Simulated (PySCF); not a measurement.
Bonds broken one at a time in the series allyl-X. Isolated molecules, 0 K electronic values unless said otherwise. One relaxed conformer stands for each flexible species; it need not be the lowest. Strings in code marks are SMILES.

Computed with PySCF 2.14.0 with PBE-D3(BJ)/def2-TZVP // PBE0-D4/def2-TZVP. 

```csv
species,highest occupied spin orbital (eV)
radical fragment (`[CH2]C`),-4.54
radical fragment (`[CH2]OC`),-3.64
whole molecule (`C=CCC#N`),–
radical fragment (`[CH2]C#N`),-6.39
radical fragment (`[CH]=O`),-4.82
"whole molecule (`C=CCC=C` (C–C–C–C torsion -122°, C–C–C–C torsion 122°))",–
radical fragment (`[CH2]CO`),…
radical fragment (`[GeH3]`),-5.20
```

Q: Complete the blanks.

A: 
- radical fragment (`[CH2]CO`), highest occupied spin orbital (eV): -4.97
